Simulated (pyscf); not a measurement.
H₃Si–Si•(SiH₃)–SiH₃ (SMILES [SiH3][Si]([SiH3])[SiH3]) + HCl (SMILES Cl) → •H₂Si–Si(SiH₃)(SiH₃)–Cl (SMILES [SiH2][Si]([SiH3])([SiH3])Cl) + H₂ (SMILES [H][H]) (concerted two-bond exchange; doublet surface; H–Si, Cl–H broken, Cl–Si, H–H formed). Structures and frequencies: ωB97X-D3(BJ)/def2-SVP in PySCF. Energies in kcal/mol from the separated reactants.

```json
[
 {"level": "ωB97X-D3(BJ)/def2-TZVP", "barrier": "?", "reaction energy": "?"},
 {"level": "PBE/def2-TZVP", "barrier": "21.5", "reaction energy": "-10.6"},
 {"level": "B3LYP-D3(BJ)/def2-TZVP", "barrier": "23.8", "reaction energy": "-12.6"},
 {"level": "PBE0-D3(BJ)/def2-TZVP", "barrier": "24.6", "reaction energy": "-11.5"},
 {"level": "M06-2X/def2-TZVP", "barrier": "?", "reaction energy": "-13.7"},
 {"level": "HF/def2-TZVP", "barrier": "53.2", "reaction energy": "-7.6"}
]
```

Question: Complete the blanks.

Answer: 
- ωB97X-D3(BJ)/def2-TZVP, barrier: 28.1
- ωB97X-D3(BJ)/def2-TZVP, reaction energy: -12.4
- M06-2X/def2-TZVP, barrier: 27.8

The functionals in the table span 6.6 kcal/mol in this barrier, from PBE to ωB97X-D3(BJ). •H₂Si–Si(SiH₃)(SiH₃)–Cl lies 6.3 kcal/mol over its isomer H₃Si–Si•(SiH₃)–SiH₂–Cl (electronic energy, ωB97M-D3(BJ)). One saddle was located; it need not be the lowest between these sides.
